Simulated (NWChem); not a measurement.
Molecule: hydrogen fluoride (HF); SMILES F

Computed with NWChem. Pople sets run with spherical d functions. Each level has its own optimisation. Entropies are gas-phase, rigid-rotor, harmonic values for NWChem's default masses at 298.15 K and 1 bar, so the errors hold that model's part too (torsions, anharmonicity).

Measured entropy at 1 bar: 41.5 cal/(mol K) (CRC Handbook, as tabulated in the package chemicals).

| level | entropy at 1 bar (cal/(mol K)) | computed − measured |
|---|---|---|
| BP86/def2-TZVP | 41.5 | 0.0 |
| B3LYP/def2-TZVP | (withheld) | (withheld) |
| BLYP/def2-SVP | 41.6 | +0.1 |
| Hartree-Fock/6-31G* | 41.4 | -0.1 |
| B3LYP/6-31G* | (withheld) | (withheld) |

Problem. What belongs in the gaps?

Solution. 
- B3LYP/def2-TZVP, entropy at 1 bar (cal/(mol K)): 41.5
- B3LYP/def2-TZVP, computed − measured: 0.0
- B3LYP/6-31G*, entropy at 1 bar (cal/(mol K)): 41.5
- B3LYP/6-31G*, computed − measured: 0.0
